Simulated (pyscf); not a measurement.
Optimised with ωB97X-D3(BJ)/def2-SVP in PySCF.

Task: For F–SiH₂–Si(SiH₃)(SiH₃)–Cl + hydrogen (H₂) → H₃Si–Si(SiH₃)(SiH₃)–Cl + hydrogen fluoride (HF), a four-centre exchange (singlet surface; F–Si, H–H broken, H–Si, F–H formed), PBE/def2-TZVP gives ΔE‡ = 201.3 kJ/mol and ΔE = +96.6 kJ/mol (zero: the separated reactants). In which direction and how far do B3LYP-D3(BJ)/def2-TZVP, PBE0-D3(BJ)/def2-TZVP, ωB97M-D3(BJ)/def2-TZVP move these?

Result: B3LYP-D3(BJ): ΔE‡ = 234.3 kJ/mol, ΔE = +105.6 kJ/mol; PBE0-D3(BJ): ΔE‡ = 215.3 kJ/mol, ΔE = +92.8 kJ/mol; ωB97M-D3(BJ): ΔE‡ = 231.1 kJ/mol, ΔE = +101.3 kJ/mol. PBE's barrier lies under all of them, by 13.9 to 33.0 kJ/mol. Its reaction energy lies among theirs. Low barriers are usual for a GGA, whose delocalisation error favours stretched bonds. This is the saddle that the search found; another between the same sides may lie lower.
